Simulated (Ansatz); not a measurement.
# CH₃MgSi+ (SMILES C=[Si+][MgH]): single points off equilibrium

An exercise on one series of results from a longer session: the logs are not shown, and one member is left open.

The runs use Ansatz 0.2.0, Gaussian basis; single points in def2-TZVPP.

Cores are frozen in the correlated methods. The outer core shell of Li, Na, Mg and K is correlated.

**The starting structure**

SMILES `C=[Si+][MgH]`, 6 atoms, charge 1, spin multiplicity 1.

Atoms are counted from 1 here; the program's logs count them from 0.

Bond lengths: C1–Si2 1.838 Å, C1–H4 1.139 Å, C1–H5 1.012 Å, Si2–Mg3 2.569 Å, Mg3–H6 1.578 Å. Angles: Si2–C1–H4 118.2°, Si2–C1–H5 121.9°, H4–C1–H5 119.8°, C1–Si2–Mg3 177.9°, Si2–Mg3–H6 178.8°.

Coordinates:

```tsv
atom	x (Å)	y (Å)	z (Å)
C1	-1.1050	0.1662	-1.4925
Si2	-0.0393	0.0167	-0.0024
Mg3	1.5264	-0.1774	2.0253
H4	-1.9756	-0.5597	-1.6063
H5	-0.9568	0.8877	-2.1864
H6	2.4643	-0.2860	3.2893
```

The first run:

Contents of run/in.yaml:

```yaml
crystal:
  periodic: [false, false, false]
  atoms:
    - {symbol: C, position_ang: [-1.105000, 0.166200, -1.492500]}
    - {symbol: Si, position_ang: [-0.039300, 0.016700, -0.002400]}
    - {symbol: Mg, position_ang: [1.526400, -0.177400, 2.025300]}
    - {symbol: H, position_ang: [-1.975600, -0.559700, -1.606300]}
    - {symbol: H, position_ang: [-0.956800, 0.887700, -2.186400]}
    - {symbol: H, position_ang: [2.464300, -0.286000, 3.289300]}
basis:
  gaussian: {orbitals: def2-TZVPP}
total_charge: 1
correlation: {method: ccsd_t}
output: {forces: true}
```

No record of the launch command was kept for these runs.

Among the steps run: CCSD(T)/def2-TZVPP; PBE0-D4/def2-TZVPP; wB97M-V/def2-TZVPP; r2SCAN-D4/def2-TZVPP; PBE-D4/def2-TZVPP; r2SCANh-D4/def2-TZVPP; CAM-B3LYP-D4/def2-TZVPP.

One table of the session follows, with a row left open; its other results are not shown here.

```
      method  RMS force component (eV/Å)  angle to CCSD(T) forces (°)
     CCSD(T)                       1.853                    reference
     PBE0-D4                           ?                            ?
     wB97M-V                       2.103                          6.7
   r2SCAN-D4                       2.010                          4.2
      PBE-D4                       1.957                          3.7
  r2SCANh-D4                       2.039                          4.9
CAM-B3LYP-D4                       2.096                          6.5
```

Estimate the missing values for PBE0-D4.

The run gave: RMS force component (eV/Å): 2.051; angle to CCSD(T) forces (°): 4.6. In the column «RMS force component (eV/Å)» it lies between r2SCANh-D4 (2.039) and CAM-B3LYP-D4 (2.096).
